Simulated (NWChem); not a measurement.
All runs are NWChem calculations. System: acetic acid (C$_{2}$H$_{4}$O$_{2}$), charge 0, spin multiplicity 1, at a geometry optimised with PBE0/def2-SVP. Level: EOM-CCSD/def2-SVP, 4 core orbitals frozen.

The NWChem input:

```
start mol
memory heap 100 mb stack 700 mb global 1900 mb
geometry units angstroms nocenter noautoz
  C      1.347984     0.350530     0.000000
  C     -0.070326    -0.135870     0.000000
  O     -0.945092     0.882949     0.000000
  O     -0.420354    -1.285547     0.000000
  H      2.030556    -0.505798     0.000000
  H      1.527377     0.978546    -0.884812
  H      1.527377     0.978546     0.884812
  H     -1.827694     0.481531     0.000000
  symmetry group Cs
end
basis spherical
  * library def2-svp
end
scf
  rhf
  nopen 0
  maxiter 100
  thresh 1e-7
  semidirect memsize 60000000 filesize 0
end
tce
  freeze core 4
  ccsd
  nroots 2
  2eorb
  2emet 13
  thresh 1e-5
  maxiter 200
  tilesize 24
end
task tce energy
```

NWChem printed:

```
             Northwest Computational Chemistry Package (NWChem) 7.3.0
             --------------------------------------------------------

                                NWChem Input Module
                                -------------------

 Scaling coordinates for geometry "geometry" by  1.889725989
 (inverse scale =  0.529177249)

 Turning off AUTOSYM since
 SYMMETRY directive was detected!

                             Geometry "geometry" -> ""
                             -------------------------

 Output coordinates in angstroms (scale by  1.889725989 to convert to a.u.)

  No.       Tag          Charge          X              Y              Z
 ---- ---------------- ---------- -------------- -------------- --------------
    1 C                    6.0000     1.34798400     0.35053000     0.00000000
    2 C                    6.0000    -0.07032600    -0.13587000     0.00000000
    3 O                    8.0000    -0.94509200     0.88294900     0.00000000
    4 O                    8.0000    -0.42035400    -1.28554700     0.00000000
    5 H                    1.0000     2.03055600    -0.50579800     0.00000000
    6 H                    1.0000     1.52737700     0.97854600    -0.88481200
    7 H                    1.0000     1.52737700     0.97854600     0.88481200
    8 H                    1.0000    -1.82769400     0.48153100     0.00000000

 Effective nuclear repulsion energy (a.u.)     121.5409525164

            Nuclear Dipole moment (a.u.)
            ----------------------------
        X                 Y               Z
 ---------------- ---------------- ----------------
    -0.0000075589     0.0000018897     0.0000000000

      Symmetry information
      --------------------

 Group name             Cs
 Group number              2
 Group order               2
 No. of unique centers     7

      Symmetry unique atoms

     1    2    3    4    5    6    8


 Summary of "ao basis" -> "" (spherical)
 ------------------------------------------------------------------------------
       Tag                 Description            Shells   Functions and Types
[...]
   0.0225185649877   0.2264950722829    6.16325
   0.0752019522629   0.3603092474628    9.80452     0.5     0.5

 Iteration   6 using   12 trial vectors
   0.0097648082049   0.2258079122077    6.14455
   0.0500596488967   0.3555802284388    9.67583     0.5     0.5

 Iteration   7 using   14 trial vectors
   0.0040189643963   0.2257435085453    6.14280
   0.0280635629272   0.3533078643278    9.61400     0.5     0.5

 Iteration   8 using   16 trial vectors
   0.0020374329753   0.2257516150232    6.14302
   0.0173966675278   0.3530662054021    9.60742     0.5     0.5

 Iteration   9 using   18 trial vectors
   0.0012713057571   0.2257386806226    6.14266
   0.0113978787304   0.3529666561300    9.60472     0.6     0.6

 Iteration  10 using   20 trial vectors
   0.0007650974347   0.2257511031053    6.14300
   0.0061317529811   0.3528055533581    9.60033     0.6     0.6

 Iteration  11 using   22 trial vectors
   0.0003151414499   0.2257488357642    6.14294
   0.0027881677624   0.3528357034541    9.60115     0.6     0.6

 Iteration  12 using   24 trial vectors
   0.0001248404605   0.2257494017625    6.14296
   0.0016224032469   0.3528189173601    9.60070     0.6     0.6

 Iteration  13 using   26 trial vectors
   0.0000510168846   0.2257488028718    6.14294
   0.0010517846673   0.3528104040600    9.60046     0.6     0.6

 Iteration  14 using   28 trial vectors
   0.0000239799789   0.2257485304664    6.14293
   0.0005497484045   0.3528225397602    9.60079     0.6     0.6

 Iteration  15 using   30 trial vectors
   0.0000108524454   0.2257487338828    6.14294
   0.0002926310179   0.3528196024655    9.60071     0.6     0.6

 Iteration  16 using   32 trial vectors
   0.0000039810609   0.2257486508593    6.14294
   0.0001990443247   0.3528178399469    9.60067     0.6     0.6

 Iteration  17 using   33 trial vectors
   0.0000037508268   0.2257486538393    6.14294
   0.0001196069701   0.3528193223212    9.60071     0.3     0.3

 Iteration  18 using   34 trial vectors
   0.0000037450935   0.2257486549476    6.14294
   0.0000601440198   0.3528188251343    9.60069     0.3     0.3

 Iteration  19 using   35 trial vectors
   0.0000037351596   0.2257486515973    6.14294
   0.0000340526802   0.3528190969838    9.60070     0.3     0.3

 Iteration  20 using   36 trial vectors
   0.0000037358142   0.2257486518065    6.14294
   0.0000239300661   0.3528193632444    9.60071     0.4     0.4

 Iteration  21 using   37 trial vectors
   0.0000036489794   0.2257486517199    6.14294
   0.0000142029003   0.3528191406569    9.60070     0.4     0.4

 Iteration  22 using   38 trial vectors
   0.0000036348852   0.2257486517030    6.14294
   0.0000080091213   0.3528192002932    9.60070     0.3     0.3
 --------------------------------------------------------------
 Iterations converged
 ------------------

 Excited state root  1
 Excitation energy / hartree =        0.225748651702959
                   / eV      =        6.142935980530162
 largest EOMCCSD amplitudes: R1 and R2

 Singles contributions
    18a"  (alpha) ---    10a'  (alpha)        0.1145416941
    18a"  (alpha) ---    16a'  (alpha)        0.8708273321
    21a"  (alpha) ---    16a'  (alpha)       -0.2655313721

 Doubles contributions
 ------------------

 Excited state root  2
 Excitation energy / hartree =        0.352819200293226
                   / eV      =        9.600703010864198
 largest EOMCCSD amplitudes: R1 and R2

 Singles contributions
    17a'  (alpha) ---    11a"  (alpha)        0.1412649718
    17a'  (alpha) ---    14a"  (alpha)       -0.2176548550
    17a'  (alpha) ---    15a"  (alpha)       -0.6553399648
    19a'  (alpha) ---    11a"  (alpha)       -0.1481601706
    19a'  (alpha) ---    14a"  (alpha)        0.2094626267
    19a'  (alpha) ---    15a"  (alpha)        0.5324259193

 Doubles contributions

 Task  times  cpu:       30.5s     wall:       30.5s

 Total times  cpu:       30.5s     wall:       30.5s
```
